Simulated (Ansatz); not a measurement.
**Scan of the H4–C1–Si2–S3 dihedral angle**

CH$_{5}$SSi (SMILES C=[SiH][SH2+]) (charge +1), singlet, at its PBE0-D4/def2-TZVP minimum:

```xyz
8
angstrom
C -0.8161 1.0529 -1.0334
Si -0.0192 0.5683 0.3735
S 0.5873 -1.5723 0.1439
H -0.9713 0.3813 -1.8704
H -1.2022 2.0611 -1.1471
H 0.3848 1.1197 1.6729
H 1.8800 -1.5198 0.5426
H 0.1567 -2.0913 1.3179
```

The dihedral angle H4–C1–Si2–S3 (0.0° at the minimum) is set to the values below, with the rest relaxed at PBE0-D4/def2-TZVP at each step (the four atoms are held in place, so their three bonds and two angles keep the values of the minimum). Each method's energies count from its own value at the PBE0-D4 minimum structure. Program: Ansatz 0.2.0. Basis: def2-TZVPP. Cores are frozen in the correlated methods. B3LYP uses VWN-RPA correlation.

```json
{"dihedral angle (°)": "11.3", "CCSD(T) (meV)": "3", "MP2 (meV)": "7", "PBE-D4 (meV)": "5", "HF (meV)": "9"}
{"dihedral angle (°)": "31.3", "CCSD(T) (meV)": "40", "MP2 (meV)": "62", "PBE-D4 (meV)": "51", "HF (meV)": "79"}
{"dihedral angle (°)": "51.3", "CCSD(T) (meV)": "152", "MP2 (meV)": "195", "PBE-D4 (meV)": "171", "HF (meV)": "241"}
{"dihedral angle (°)": "71.3", "CCSD(T) (meV)": "357", "MP2 (meV)": "419", "PBE-D4 (meV)": "379", "HF (meV)": "511"}
{"dihedral angle (°)": "91.3", "CCSD(T) (meV)": "650", "MP2 (meV)": "725", "PBE-D4 (meV)": "673", "HF (meV)": "884"}
{"dihedral angle (°)": "111.3", "CCSD(T) (meV)": "1016", "MP2 (meV)": "1092", "PBE-D4 (meV)": "1029", "HF (meV)": "1333"}
{"dihedral angle (°)": "131.3", "CCSD(T) (meV)": "1427", "MP2 (meV)": "1481", "PBE-D4 (meV)": "1411", "HF (meV)": "1802"}
{"dihedral angle (°)": "151.3", "CCSD(T) (meV)": "1827", "MP2 (meV)": "1845", "PBE-D4 (meV)": "1765", "HF (meV)": "2194"}
{"dihedral angle (°)": "171.3", "CCSD(T) (meV)": "62", "MP2 (meV)": "59", "PBE-D4 (meV)": "76", "HF (meV)": "72"}
```

Largest difference from the CCSD(T) curve over the scan: r2SCAN-D4 74; PBE0-D4 86; B3LYP-D4 81; wB97M-V 104 meV. Each curve counts from its own value at the minimum.

T1 diagnostic: at most 0.020. The restricted Hartree–Fock reference is unstable towards an unrestricted one here. A large double-excitation amplitude points to some diradical character; no triplet was computed.

For scale, one of the runs: CCSD(T)/def2-TZVPP, 185 basis functions (an equivalent command: `ansatz run in.yaml --threads 2`). The run took 33 s on 2 CPU threads (shared host), with 1.7 GiB of host memory at its peak.
